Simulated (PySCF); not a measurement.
# Functional benchmark on one molecule

Molecule: SMILES FC(C#N)(F)F, C2F3N.

Numbering as in the mapped SMILES `[N:1]#[C:2][C:3]([F:4])([F:5])[F:6]`.

Geometry PBE0-D3(BJ)/def2-SVP throughout; GIAO in PySCF 2.14.0 with density-fitted response routines, gas phase, one conformer, non-relativistic; equivalent atoms averaged; basis pcSseg-2.

Reference values (CCSD(T)/13s9p4d3f; gas (isolated, no vibration); M. E. Harding, PhD thesis, Mainz 2008 (Harding, Lenhart, Auer, Gauss, JCP 2008, 128, 244111)): σ(F4/F5/F6) = 261.7 ppm.

How do the functionals HF, LDA, PBE, BLYP, BP86, OPBE, KT2, KT3, B97-D, B3LYP, PBE0, mPW1PW91, WP04, B97-2, BHandHLYP, CAM-B3LYP, wB97X-D, LC-wPBE perform against the reference? Times are CPU seconds on shared hosts with different chips, so compare them loosely.

Answers


```
functional                    kind  F4/F5/F6  abs. error F  core-s
        HF            Hartree–Fock     282.8          21.1     7.1
       LDA                     LDA     214.8          46.9      16
       PBE                     GGA     220.1          41.6      30
      BLYP                     GGA     218.9          42.8      21
      BP86                     GGA     221.3          40.4      22
      OPBE                     GGA     231.0          30.7      24
       KT2                     GGA     220.6          41.1      36
       KT3                     GGA     226.9          34.8      35
     B97-D                     GGA     229.1          32.6      33
     B3LYP           global hybrid     234.6          27.1      28
      PBE0           global hybrid     239.7          22.0      30
  mPW1PW91           global hybrid     240.4          21.3      29
      WP04           global hybrid     238.4          23.3      13
     B97-2           global hybrid     242.1          19.6      12
 BHandHLYP           global hybrid     254.2           7.5      13
 CAM-B3LYP  range-separated hybrid     239.9          21.8      15
   wB97X-D  range-separated hybrid     243.7          18.0      15
   LC-wPBE  range-separated hybrid     247.0          14.7      20
```

For $^{19}$F the closest is BHandHLYP (7.5 ppm) and the furthest LDA (46.9 ppm). One molecule is a small sample, and the reference may use another geometry.
